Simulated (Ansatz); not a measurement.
Other settings, tried on SiF₂.

```yaml
crystal:
  periodic: [false, false, false]
  atoms:
    - {symbol: Si, position_ang: [0.004485, -0.007056, -0.683243]}
    - {symbol: F, position_ang: [1.230771, -0.018833, 0.349952]}
    - {symbol: F, position_ang: [-1.235256, 0.025889, 0.333282]}
basis:
  gaussian: {orbitals: x2c-TZVPPall, nuclear_model: gaussian}
hamiltonian: {xc: {name: wB97M-V}}
scf: {omitted_lower_state_checks: [starts]}
```

```sh
$ ansatz run in.yaml --threads 4 --pin off --events-out ev --progress --plain --max-ram 3916MiB
```

Output, abridged:

```
Functional definition: wB97M-V
  name "wB97M-V"
  cite "Mardirossian & Head-Gordon, J. Chem. Phys. 144, 214110 (2016) doi:10.1063/1.4952647"
  cite "Becke, J. Chem. Phys. 107, 8554 (1997) doi:10.1063/1.475007"
  cite "Vydrov & Van Voorhis, J. Chem. Phys. 133, 244103 (2010) doi:10.1063/1.3521275"
  # Of w^i u^j: cxij and so on, Table III.
  parameter omega = 0.3/bohr
  parameter cx = 0.15
  parameter cx01 = 1.007
  parameter cx10 = 0.259
  parameter css00 = 0.443
  parameter css04 = -1.437
  parameter css10 = -4.535
  parameter css20 = -3.390
  parameter css43 = 4.278
  parameter cos00 = 1.000
  parameter cos10 = 1.358
  parameter cos20 = 2.924
  parameter cos21 = -8.812
  parameter cos60 = -1.390
  parameter cos61 = 9.142
  parameter b = 6.0
  parameter c = 0.01
  gx(w, u) = 1 - cx + cx01*u + cx10*w
  gss(w, u) = css00 + css04*u^4 + css10*w + css20*w^2 + css43*w^4*u^3
  gos(w, u) = cos00 + cos10*w + (cos20 + cos21*u)*w^2 + (cos60 + cos61*u)*w^6
  exchange = spin_sum(e_x_unif_sr(omega)*gx(b97_w, b97_u_x)) + cx*exact_x_sr(omega) + exact_x_lr(omega)
  correlation = spin_sum(e_c_pw_mod_same_spin*gss(b97_w, b97_u_same))
      + integral(e_c_pw_mod_opposite_spin*gos(b97_w_opposite, b97_u_opposite)) + vv10(b, c)
these checks for a lower state are left out or cut short: starts
614 factors; their error is unknown
106 factors; integrals over basis functions are off by at most 2.3e-5 eV
mean field evaluation 1: about -13333.2114 eV, gradient 4.4e1 eV
mean field evaluation 2: about -13332.1277 eV, gradient 5.7e1 eV
mean field evaluation 4: about -13336.1719 eV, gradient 2.7e-1 eV
mean field evaluation 8: about -13336.1891 eV, gradient 5.0e-3 eV
mean field -13336.18905880 eV, -490.0959083174 hartree, gradient 1.6e-5 eV, S^2 0.000000; 0 other end points of the search recorded, 0 dependent functions left out
reference -13336.18908659 eV, -490.0959093384 hartree; 16, 16 occupied and 88, 88 virtual orbitals, 614 factors
Total energy: -13336.18908659 eV, -490.0959093384 hartree
Relativity: scalar
Checks for a lower state left out: starts
```

It took 0.65 s on 4 threads of Intel Xeon 6975P-C on a shared host.

DK, ANO-RCC and x2c sets are all-electron and run with scalar relativity unless a key says otherwise.
